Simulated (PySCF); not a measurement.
Gas-phase reaction: SiH + 3 Cl → SiHCl3

Method: PySCF energies (xtb for GFN2) plus ideal-gas RRHO corrections (1 bar). The comparison is the NASA 1993 polynomial table, which mixes measured and estimated data. † marks an energy on the PBE0/def2-TZVP geometry and frequencies; other levels use their own. CCSD(T) freezes the core. Open shells (unrestricted): SiH (multiplicity 2, electronic degeneracy 4), Cl (multiplicity 2, electronic degeneracy 6); the rest are closed-shell singlets. GFN2 has no spin-polarisation term. Spin-orbit splitting is ignored; it lowers the true energy and changes the entropy of SiH, Cl. B3LYP is the form with VWN-RPA correlation. CCSD(T) isn't extrapolated to the basis-set limit; its ΔH°(298 K) is -1099.1 kJ in def2-SVP and -1183.6 kJ in def2-TZVPP. The harmonic model lacks anharmonicity and excited electronic states, which grow with temperature; levels with a mode under 35 cm⁻¹ are left out. The table's entry may be an old estimate for SiH, SiHCl3 (not checked at source). Warning, large T1 diagnostic: SiH (CCSD(T)/def2-TZVPP†).

```json
[
 {"level": "table", "ΔH°(298 K), kJ": "-1236.8", "minus table": "-", "ΔG°(2000 K), kJ": "-460.7"},
 {"level": "B3LYP/def2-TZVP†", "ΔH°(298 K), kJ": "-1163.0", "minus table": "73.8", "ΔG°(2000 K), kJ": "-380.9"},
 {"level": "CCSD(T)/def2-SVP†", "ΔH°(298 K), kJ": "-1099.1", "minus table": "137.7", "ΔG°(2000 K), kJ": "-317.0"},
 {"level": "CCSD(T)/def2-TZVPP†", "ΔH°(298 K), kJ": "-1183.6", "minus table": "53.2", "ΔG°(2000 K), kJ": "-401.4"},
 {"level": "GFN2-xTB", "ΔH°(298 K), kJ": "-1192.9", "minus table": "43.9", "ΔG°(2000 K), kJ": "-431.8"},
 {"level": "PBE0/def2-QZVP†", "ΔH°(298 K), kJ": "-1225.3", "minus table": "11.5", "ΔG°(2000 K), kJ": "-443.1"}
]
```
